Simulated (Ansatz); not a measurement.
Task: vertical energies of changing the electron count of BF₂, SMILES F[B]F, with Ansatz 0.2.0 through its Python package. Give the script and its output. Settings (for the species named): r2SCAN, def2-SVP basis, multiplicity 2.

```xyz
3

F     0.5862   -1.1888    0.1833
B     0.3123    0.2800    0.2042
F    -0.9094    0.8439   -0.4008
```

The script, `bf2.py`:
```python
import ansatz as az

BASIS = "def2-SVP"
FUNCTIONAL = "r2scan"


def single_point(molecule, charge=0, unpaired=0):
    calc = (
        molecule.calculation()
        .basis(gaussian=BASIS)
        .functional(FUNCTIONAL)
        .scf(lower_state_search="light")
    )
    if charge:
        calc = calc.charge(charge)
    if unpaired:
        calc = calc.spin("collinear", total=unpaired)
    return calc.run(threads=1, pin="off").report["free_energy_ev"]

mol = (
    az.Crystal.molecule()
    .atom("F", (0.5862, -1.1888, 0.1833))
    .atom("B", (0.3123, 0.28, 0.2042))
    .atom("F", (-0.9094, 0.8439, -0.4008))
)

parent = single_point(mol, 0, 1)
cation = single_point(mol, 1, 0)
print(f"E(N)   = {parent:.5f} eV")
print(f"E(N-1) = {cation:.5f} eV  (0 unpaired)")
print(f"vertical ionisation energy {cation - parent:.3f} eV")
other = single_point(mol, 1, 2)
print(f"to the state with 2 unpaired electrons: {other - parent:.3f} eV")
```

```console
$ python bf2.py
E(N)   = -6102.35632 eV
E(N-1) = -6090.95368 eV  (0 unpaired)
vertical ionisation energy 11.403 eV
to the state with 2 unpaired electrons: 14.871 eV
```

What to keep in mind:
- The settings weren't tested for convergence.
- The geometry is a force-field or estimated start, not a minimum of this method, and the basis set is short of its limit. All parts are taken at fixed geometry, without zero-point energy. At an unrelaxed start these energies can be a whole eV from those at the minimum, and a small affinity can change sign.
- The species is open-shell (spin multiplicity 2).
- Only the spin states typed were run; another state of an ion can lie lower, by up to an eV or two.
- Wall time of the script: 11 s on 1 thread of Arm Neoverse V1, on a shared host, peak memory 0.18 GiB.

(Lines on the test bed's own set-up are left out of the output.)
